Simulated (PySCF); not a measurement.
An unknown is described by computed data only.

Elements present: C, Cl, H, O and S. Monoisotopic mass: 113.9542 u.

* 1H NMR: chemical shifts (computed TMS as zero) by class: 3.05 (3 H) ppm [GIAO B97-2/pcSseg-2]
* Rotational structure: rotational constants A, B, C: 4.644, 2.777, 2.678 GHz [PBE0-D3(BJ)/def2-TZVP]
* NMR, other nuclei: isotropic shieldings of nuclei other than C and H, by class: 34 (2 O), 161 (1 S), 355 (1 Cl) ppm [GIAO B97-2/pcSseg-2]
* 13C NMR: chemical shifts (computed TMS as zero) by class: 52.2 (1 C) ppm [GIAO B97-2/pcSseg-2]
* Dipole: 3.85 D [B97-2/pcSseg-2]

Gas-phase values; electronic properties from PySCF, density fitting. Levels stand in brackets. Isolated species at its PBE0-D3(BJ)/def2-TZVP geometry, gas phase. Each NMR value is the plain mean over a class of atoms that symmetry, rotation or inversion makes alike.

Question: Which formula fits the mass and the elements?

Answer: CH3ClO2S (calculated 113.9542). No other formula that holds each of these elements comes within 0.0003 u with a fitting electron parity and a possible valence count.

Question: What is the compound? Reason from the data.

Answer: Numbering: `[CH3:1][S:2](=[O:3])(=[O:4])[Cl:5]`. The one carbon: S-methyl carbon [C1] (52.2 ppm). All hydrogens form one class (3.05 ppm): methyl hydrogen. The other shieldings belong to: 34 ppm, sulfonyl oxygen [O3/O4]; 161 ppm, sulfonyl sulfur [S2]; 355 ppm, chlorine bonded to S [Cl5]. The optimised geometry has point group Cs and is an asymmetric top. Structure: `CS(=O)(=O)Cl`. The assignments are read from this structure; whether some other isomer fits the data as well wasn't checked.
